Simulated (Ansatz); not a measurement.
**SiH4O2: functionals against CCSD(T) at one geometry**

An exercise on one series of results from a longer session: the logs are not shown, and one member is left open.

The runs use Ansatz 0.2.0, Gaussian basis; single points in def2-TZVPP.

Cores are frozen in the correlated methods.

## Starting geometry

7 atoms, charge 0, spin multiplicity 1.

Atoms are counted from 1 here; the program's logs count them from 0.

Bond lengths: Si1–O3 1.620 Å, Si1–H5 1.530 Å, Si1–H6 1.400 Å, O2–H4 1.211 Å, O2–H7 1.061 Å. Angles: O3–Si1–H5 112.5°, O3–Si1–H6 123.0°, H5–Si1–H6 120.4°, H4–O2–H7 106.8°.

Coordinates:

```tsv
atom	x (Å)	y (Å)	z (Å)
Si1	-0.22600	-0.14610	0.76200
O2	0.57970	0.69480	-0.92180
O3	0.55230	-1.45090	0.20070
H4	0.82100	-0.47740	-0.73980
H5	-1.73730	-0.22380	0.53370
H6	0.29770	0.68380	1.76030
H7	-0.14890	0.74200	-1.69160
```

The first run:

run/in.yaml reads:

```yaml
crystal:
  periodic: [false, false, false]
  atoms:
    - {symbol: Si, position_ang: [-0.226000, -0.146100, 0.762000]}
    - {symbol: O, position_ang: [0.579700, 0.694800, -0.921800]}
    - {symbol: O, position_ang: [0.552300, -1.450900, 0.200700]}
    - {symbol: H, position_ang: [0.821000, -0.477400, -0.739800]}
    - {symbol: H, position_ang: [-1.737300, -0.223800, 0.533700]}
    - {symbol: H, position_ang: [0.297700, 0.683800, 1.760300]}
    - {symbol: H, position_ang: [-0.148900, 0.742000, -1.691600]}
basis:
  gaussian: {orbitals: def2-TZVPP}
correlation: {method: ccsd_t}
output: {forces: true}
```

No record of the launch command was kept for these runs.

Among the steps run: CCSD(T)/def2-TZVPP; PBE0-D4/def2-TZVPP; wB97M-V/def2-TZVPP; r2SCAN-D4/def2-TZVPP; PBE-D4/def2-TZVPP; wB97X-V/def2-TZVPP; revPBE-D4/def2-TZVPP.

One table of the session follows, with a row left open; its other results are not shown here.

| method | RMS force component (eV/Å) | angle to CCSD(T) forces (°) | dipole (D) |
| --- | --- | --- | --- |
| CCSD(T) | 1.505 | reference | 3.32 |
| PBE0-D4 | 1.590 | 2.9 | 3.32 |
| wB97M-V | ? | ? | ? |
| r2SCAN-D4 | 1.513 | 3.3 | 3.24 |
| PBE-D4 | 1.343 | 8.3 | 3.13 |
| wB97X-V | 1.580 | 2.5 | 3.39 |
| revPBE-D4 | 1.321 | 10.1 | 3.10 |

**Question.** Estimate the row for wB97M-V.

As computed: RMS force component (eV/Å): 1.541; angle to CCSD(T) forces (°): 2.9; dipole (D): 3.33. In the column «RMS force component (eV/Å)» it lies between r2SCAN-D4 (1.513) and wB97X-V (1.580).
